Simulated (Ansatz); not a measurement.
Ansatz (a program for electronic structure) input (PBE/6-31G*):

Ansatz 0.2 input:
```yaml
crystal:
  periodic: [false, false, false]
  atoms:
    - {symbol: C, position_ang: [0.00000000, 0.00000000, 0.00000000]}
    - {symbol: F, position_ang: [0.76292155, 0.76566412, 0.76815773]}
    - {symbol: F, position_ang: [-0.78426309, -0.74930884, 0.76277441]}
    - {symbol: F, position_ang: [-0.74667016, 0.76533291, -0.78428715]}
    - {symbol: F, position_ang: [0.76801170, -0.78168819, -0.74664498]}
basis:
  gaussian:
    orbitals: 6-31G*
hamiltonian:
  xc: {name: PBE}
relax: {f_tol: 0.003, max_steps: 120}
```

Output:

```
WARN ansatz: RAYON_NUM_THREADS=1 ignored (pool sized by the plan → 1); use --threads N
Functional definition: PBE
integrals: 0.02 GiB planned
671 factors; their error is unknown
mean field: 0.15 GiB planned
mean field evaluation 1: about -11890.7497 eV, gradient 4.3e1 eV
mean field evaluation 2: about -11885.4028 eV, gradient 7.5e1 eV
mean field evaluation 4: about -11893.2362 eV, gradient 7.6e-1 eV
mean field evaluation 8: about -11893.1807 eV, gradient 6.5e-3 eV
mean field -11893.18074602 eV, -437.0663309287 hartree, gradient 2.5e-6 eV, S^2 0.000000; 0 other end points of the search recorded, 0 dependent functions left out
the calculation of the forces begins
reference -11893.18075477 eV, -437.0663312505 hartree; 21, 21 occupied and 54, 54 virtual orbitals, 671 factors
relax step   1: F+E_penalty+E_count = -11893.18074602 eV  Δ(F+E_penalty+E_count) = +0.000e0 eV  max|allowed force component| = 4.585e-1 eV/Å  Δτ_max = 0.0000 Å  (23 SCF iters, accepted)
these checks for a lower state are left out or cut short: starts, cluster_reference, orbital_swaps, neighbouring_geometries, increment
integrals: 0.02 GiB planned
671 factors; their error is unknown
mean field: 0.15 GiB planned
mean field evaluation 16: about -11893.2556 eV, gradient 2.8e-3 eV
mean field -11893.19871325 eV, -437.0669912121 hartree, gradient 9.8e-6 eV, S^2 0.000000; 0 other end points of the search recorded, 0 dependent functions left out
the calculation of the forces begins
reference -11893.19872200 eV, -437.0669915337 hartree; 21, 21 occupied and 54, 54 virtual orbitals, 671 factors
relax step   2: F+E_penalty+E_count = -11893.19871325 eV  Δ(F+E_penalty+E_count) = -1.797e-2 eV  max|allowed force component| = 1.737e-1 eV/Å  Δτ_max = 0.0084 Å  (25 SCF iters, accepted)
these checks for a lower state are left out or cut short: starts, cluster_reference, orbital_swaps, neighbouring_geometries, increment
integrals: 0.02 GiB planned
671 factors; their error is unknown
mean field: 0.15 GiB planned
mean field -11893.20185646 eV, -437.0671067232 hartree, gradient 1.0e-5 eV, S^2 0.000000; 0 other end points of the search recorded, 0 dependent functions left out
the calculation of the forces begins
reference -11893.20186521 eV, -437.0671070446 hartree; 21, 21 occupied and 54, 54 virtual orbitals, 671 factors
relax step   3: F+E_penalty+E_count = -11893.20185646 eV  Δ(F+E_penalty+E_count) = -3.143e-3 eV  max|allowed force component| = 4.923e-3 eV/Å  Δτ_max = 0.0052 Å  (25 SCF iters, accepted)
these checks for a lower state are left out or cut short: starts, cluster_reference, orbital_swaps, neighbouring_geometries, increment
integrals: 0.02 GiB planned
671 factors; their error is unknown
mean field: 0.15 GiB planned
mean field evaluation 32: about -11893.2019 eV, gradient 2.1e-2 eV
mean field -11893.20185905 eV, -437.0671068182 hartree, gradient 2.2e-5 eV, S^2 0.000000; 0 other end points of the search recorded, 0 dependent functions left out
the calculation of the forces begins
reference -11893.20186779 eV, -437.0671071396 hartree; 21, 21 occupied and 54, 54 virtual orbitals, 671 factors
relax step   4: F+E_penalty+E_count = -11893.20185905 eV  Δ(F+E_penalty+E_count) = -2.586e-6 eV  max|allowed force component| = 3.828e-5 eV/Å  Δτ_max = 0.0002 Å  (16 SCF iters, accepted)
integrals: 0.02 GiB planned
671 factors; their error is unknown
mean field: 0.15 GiB planned
mean field -11893.20185905 eV, -437.0671068182 hartree, gradient 2.2e-5 eV, S^2 0.000000; 1 other end points of the search recorded, 0 dependent functions left out
the calculation of the forces begins
reference -11893.20186779 eV, -437.0671071396 hartree; 21, 21 occupied and 54, 54 virtual orbitals, 671 factors
Total energy: -11893.20186779 eV, -437.0671071396 hartree
Atom 0 at    -0.000000     0.000000     0.000000 Å, force    -0.000000     0.000000     0.000000 eV/Å
Atom 1 at     0.770876     0.773647     0.776167 Å, force     0.000037     0.000037     0.000037 eV/Å
Atom 2 at    -0.792440    -0.757122     0.770727 Å, force    -0.000038    -0.000037     0.000037 eV/Å
Atom 3 at    -0.754455     0.773313    -0.792465 Å, force    -0.000036     0.000037    -0.000038 eV/Å
Atom 4 at     0.776019    -0.789838    -0.754430 Å, force     0.000037    -0.000038    -0.000036 eV/Å
Dipole moment:     0.000000    -0.000000    -0.000000 e Å
```
